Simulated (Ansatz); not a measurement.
# Sb3Au: computed properties

All numbers below come from DFT r2SCAN, scalar-relativistic, plane waves, PAW (Ansatz).

Settings: cutoff 500 eV, Γ-centred mesh 10×10×10 on the computed 4-atom cell, Gaussian smearing of 0.10 eV; no spin polarisation.

The structure is relaxed at this level of theory with its symmetry kept. Whether it is the stable form of this composition wasn't checked.

Space group Im-3m (No. 229). a = 5.918 Å, b = 5.918 Å, c = 5.918 Å, α = 90.00°, β = 90.00°, γ = 90.00°
```json
{"atom": "Sb", "site": "6b", "symmetry": "4/mm.m", "x": "0.5000", "y": "0.0000", "z": "0.0000"}
{"atom": "Au", "site": "2a", "symmetry": "m-3m", "x": "0.0000", "y": "0.0000", "z": "0.0000"}
```

* Space group: Im-3m (No. 229)
* Volume per atom: 25.91 Å³
* Formation energy from the elements' standard states (uncorrected): +0.065 eV/atom
* Generalised Kohn–Sham band gap: none (metal)
* Density of states at the Fermi level: 1.78 states/eV per cell
* Löwdin character within 0.5 eV of the Fermi level: Sb 5p 75 %, Sb 5s 9 %, unprojected 6 %
* Bulk modulus: 74 GPa
* Its pressure derivative: 5.0
* Bader charges (e): Sb (3 in the cell) 0.17, Au (1 in the cell) -0.50

Spin-orbit coupling is left out, which matters for the bands of heavy elements.

Cost: 9 runs of about 5.6 core-minutes in all, on Arm Neoverse V2 (shared hosts).